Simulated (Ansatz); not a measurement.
A made-up structure of C3H, doublet:

C1  (0.201, 0.096, 1.076)
C2  (-0.568, 0.896, 0.288)
C3  (0.069, -0.185, -0.254)
H4  (-0.995, 1.866, 0.296)
(Å)

It is relaxed with PBE-D4/def2-SVP and then PBE0-D4/def2-TZVP (Ansatz 0.2.0). Atoms count as bonded within 1.22 times the sum of their covalent radii (H–H: 0.88 Å). The end point is not checked to be a true minimum.

(1) Does its bonding change? (A judgement: the text doesn't fix the answer.)

## Answers

(1) By the calculation: No: no bond forms or breaks.

Where it ends: The first stage lowers the energy by 0.14 eV in 4 steps. It ends as C₃H ([C]1[C][CH]1):
C1  (0.212, 0.043, 1.079)
C2  (-0.491, 0.942, 0.328)
C3  (0.038, -0.175, -0.253)
H4  (-1.054, 1.863, 0.251)
(Å)

Labels in which every atom is bracketed show which atoms are joined, not bond orders.

For scale, one of the runs: PBE0-D4/def2-TZVP relaxation, 99 basis functions, launched by `ansatz run in.yaml --threads 2 --pin off --events-out ev --progress --plain --max-ram 4352MiB`. The run took about 7.5 s on 2 CPU threads of an Arm Neoverse V2 (shared host).
